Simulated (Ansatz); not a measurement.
Geometry optimisation, Ansatz 0.2.0, UKS PBE-D4/STO-3G.

input.yaml

```yaml
crystal:
  periodic: [false, false, false]
  atoms:
    - { symbol: C, position_ang: [-0.5745, 0.8435, -0.8022] }
    - { symbol: "N", position_ang: [-0.5894, 0.4719, 0.5801] }
    - { symbol: Si, position_ang: [0.5018, -0.84, 0.8732] }
    - { symbol: H, position_ang: [0.4126, 1.2788, -1.1866] }
    - { symbol: H, position_ang: [-1.3352, 1.7037, -0.964] }
    - { symbol: H, position_ang: [-0.9543, 0.1109, -1.4977] }
    - { symbol: H, position_ang: [1.9403, -0.4256, 0.5235] }
    - { symbol: H, position_ang: [0.1825, -2.0164, 0.084] }
    - { symbol: H, position_ang: [0.5047, -1.1728, 2.3727] }
magnetization:
  spin_polarized: true
  initial_magnetization: 1
basis:
  gaussian: { orbitals: STO-3G }
hamiltonian:
  xc: pbe
  dispersion: d4
relax:
  f_tol: 0.02
  max_steps: 40
```

Run as:

```bash
$ ansatz run input.yaml --threads 1 --pin off --max-ram 2048MiB --backend cpu --events-out ev --progress --plain --runs-dir out
```

Task: Where does it end, and by what steps?

Result: It converged. Limits of this set-up: minimal basis. After 5 steps the energy has fallen by 0.593 eV; N2 moved furthest, 0.13 Å.

```
step  energy less start (eV)  largest force component (eV/Å)  accepted
   0                  0.0000                           4.119       yes
   1                 -0.4817                           1.515       yes
   2                 -0.5756                           0.668       yes
   3                 -0.5918                           0.108       yes
   4                 -0.5925                           0.089       yes
   5                 -0.5934                           0.003       yes
```

```xyz
9
Properties=species:S:1:pos:R:3
C -0.609 0.901 -0.828
N -0.659 0.547 0.662
Si 0.552 -0.847 0.895
H 0.404 1.244 -1.143
H -1.327 1.726 -1.028
H -0.886 0.039 -1.477
H 1.898 -0.437 0.508
H 0.171 -2.005 0.091
H 0.545 -1.214 2.302
```

Time of the run: 8.3 s on 1 thread of Intel(R) Xeon(R) 6975P-C (Granite Rapids), on a shared host, peak memory 0.14 GiB.
